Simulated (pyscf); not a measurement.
Structures and frequencies: ωB97X-D3(BJ)/def2-SVP in PySCF. MP2 and CC: frozen core, UHF for open shells. ΔMP2 is the change of the MP2 total energy from the triple- to the quadruple-zeta basis.

Q: List the bond dissociation enthalpies at 298 K of HO–Al(OH)–OH (SMILES [OH][Al]([OH])[OH]) from CCSD(T)/def2-TZVPP + ΔMP2(QZVPP), from the weakest bond up.

A: H–O to •O–Al(OH)–OH + H•: 123.5 kcal/mol; Al–O to OH• + [HO–Al–OH]•: 129.8 kcal/mol. Ring and multiple bonds, and those that leave no two simple radicals, are not listed. The radicals are drawn with the spin at the cut bond; how far it spreads was not checked. Other isomers of [HO–Al–OH]•, •O–Al(OH)–OH were not searched in full and may lie lower. The CCSD(T) − MP2 part came from Ansatz, without density fitting, on the same reference. Left out: the spin-orbit lowering of OH.
